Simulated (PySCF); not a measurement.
SiH4, SMILES [SiH4]. Atoms are numbered in the order given.

```xyz
5

Si     0.0000     0.0000     0.0000
H      0.8559    -0.8559    -0.8559
H     -0.8559    -0.8559     0.8559
H     -0.8559     0.8559    -0.8559
H      0.8559     0.8559     0.8559
```
Charge 0, spin multiplicity 1.

Geometry optimised at ωB97X-D3(BJ)/def2-TZVPD. The isomer is the one that the SMILES or the coordinates give; other isomers of the formula were not compared.

Calculation: r2SCAN/def2-TZVPD run with PySCF.

Symmetry labels are those of the subgroup D2 that the program uses (full group Td).

Problem. List the valence orbital energies around the gap with their symmetry. (An estimate is asked for; the answer gives what the named calculation found.)

Solution. 
```json
[
 {"orbital": "HOMO−7", "symmetry": "A", "energy (eV)": "-141.40"},
 {"orbital": "HOMO−6", "symmetry": "B1", "energy (eV)": "-96.25"},
 {"orbital": "HOMO−5", "symmetry": "B2", "energy (eV)": "-96.25"},
 {"orbital": "HOMO−4", "symmetry": "B3", "energy (eV)": "-96.25"},
 {"orbital": "HOMO−3", "symmetry": "A", "energy (eV)": "-13.96"},
 {"orbital": "HOMO−2", "symmetry": "B2", "energy (eV)": "-8.86"},
 {"orbital": "HOMO−1", "symmetry": "B3", "energy (eV)": "-8.86"},
 {"orbital": "HOMO", "symmetry": "B1", "energy (eV)": "-8.86"},
 {"orbital": "LUMO", "symmetry": "B1", "energy (eV)": "0.63"},
 {"orbital": "LUMO+1", "symmetry": "B2", "energy (eV)": "0.63"},
 {"orbital": "LUMO+2", "symmetry": "B3", "energy (eV)": "0.63"},
 {"orbital": "LUMO+3", "symmetry": "A", "energy (eV)": "0.74"}
]
```
